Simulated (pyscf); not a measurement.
PySCF, gas phase, ωB97X-D3(BJ)/def2-SVP geometries.

Q: How much does it cost (ΔH, 298 K, ωB97M-D3(BJ)/def2-TZVP) to split H₃Si–Cu (SMILES [SiH3][Cu]) at its Cu–Si bond into SiH₃• + Cu•?

A: Cu–Si to SiH₃• + Cu•: 2.64 eV. The 7 functionals that were run give +2.15 (M06-2X) to +2.75 eV (ωB97X-D3(BJ)/def2-TZVP). Open-shell species with a d-block atom are single-reference here; other states, and whether the spin sits on metal or ligand, were not checked.
